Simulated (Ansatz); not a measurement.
We consider fcc Ag, described by PBEsol (plane waves, PAW; Ansatz, a first-principles code).

A relaxed, unreconstructed slab of the (100) face has 6 atoms, two equal faces of 8.217 Å² each and an energy of -45132.3508 eV. A bulk cell of 2 atoms with the same orientation and in-plane k mesh has -15044.4995 eV. Energies are extrapolated to zero smearing.

Settings: plane-wave cutoff 500 eV, 20×20×1 k mesh (along the axes of the cell as run), Fermi–Dirac smearing 0.1 eV, scalar-relativistic PAW data made under PBE.

Worked out: γ = (E_slab − N E_bulk per atom)/2A = [-45132.3508 − 6 × (-15044.4995/2)]/(2 × 8.217) = 0.0698 eV/Å². With 16.022 J/m² per eV/Å² this is 1.12 J/m², or 0.57 eV per surface cell and face.
